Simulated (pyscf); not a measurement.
**Insertion: Cl–In (SMILES [Cl][In]) [singlet] + NH₃ (SMILES N) -> H₂N–InH–Cl (SMILES [NH2][InH][Cl])**

Gas phase, singlet surface, charge 0. Bonds broken: N3–H4. Bonds formed: In1–N3, In1–H4. PySCF, gas phase, ωB97X-D3(BJ)/def2-SVP geometries. Correlated levels are frozen-core, on RHF or UHF. ΔMP2 is the change of the MP2 total energy from the triple- to the quadruple-zeta basis.

Transition state (Å):

```xyz
6

In     0.1805     1.4303    -0.4417
Cl     2.1899     1.9476    -1.5478
N      0.0407    -0.5589     0.4113
H     -1.2581     0.4168    -0.1910
H      0.4574    -1.4841     0.2593
H     -0.3117    -0.5358     1.3725
```

One imaginary mode, 1304i cm⁻¹; descent along it reached the two sides named, in the forms told below.

```
bond    change  reactant side (Å)  saddle  product side
------  ------  -----------------  ------  ------------
N3–H4   breaks              1.022   1.732           3.4
In1–N3   forms                2.7   2.169         1.994
In1–H4   forms                3.4   1.778         1.698
```

Electronic energies relative to the separated reactants (eV):

```
level                             barrier  reaction energy  reverse barrier
--------------------------------  -------  ---------------  ---------------
ωB97X-D3(BJ)/def2-TZVP               2.88            +0.56             2.32
PBE/def2-TZVP                        2.50            +0.89             1.61
r²SCAN/def2-TZVP                     2.52            +0.69             1.84
B3LYP-D3(BJ)/def2-TZVP               2.84            +0.95             1.89
PBE0-D3(BJ)/def2-TZVP                2.72            +0.74             1.97
M06-2X/def2-TZVP                     2.81            +0.66             2.16
ωB97M-D3(BJ)/def2-TZVP               2.92            +0.74             2.19
HF/def2-TZVP                         3.74            +0.84             2.89
MP2/def2-QZVPP                       2.79            +0.77             2.02
CCSD/def2-TZVPP                      3.01            +0.76             2.24
CCSD(T)/def2-TZVPP                   2.78            +0.72             2.06
CCSD(T)/def2-TZVPP + ΔMP2(QZVPP)     2.77            +0.73             2.04
```

With CCSD(T)/def2-TZVPP + ΔMP2(QZVPP) energies and thermal terms (ideal gas, 1 atm, RRHO with modes under 100 cm⁻¹ raised to 100, one conformer, R ln 2 for rigid chiral ones), in eV:

```
T (K)   ΔH‡   ΔG‡     ΔH     ΔG
-----  ----  ----  -----  -----
298    2.60  2.98  +0.62  +0.97
600    2.63  3.36  +0.67  +1.30
900    2.66  3.72  +0.73  +1.60
1200   2.69  4.07  +0.78  +1.89
```

On the reactant side the descent ends in a bound adduct (not fully relaxed), 0.57 eV under the separated species and 3.46 eV under the saddle at ωB97X-D3(BJ)/def2-TZVP. This is the saddle that the search found; another between the same sides may lie lower. The CCSD(T) − MP2 part came from Ansatz, without density fitting, on the same reference. The frozen core leaves the outer d or s,p core shells of the metals and heavy elements correlated in the MP2 and CC values, and def2-TZVPP describes them poorly, which can shift differences by a few kcal/mol. Elements past Kr carry the def2 core potentials, without spin-orbit coupling.
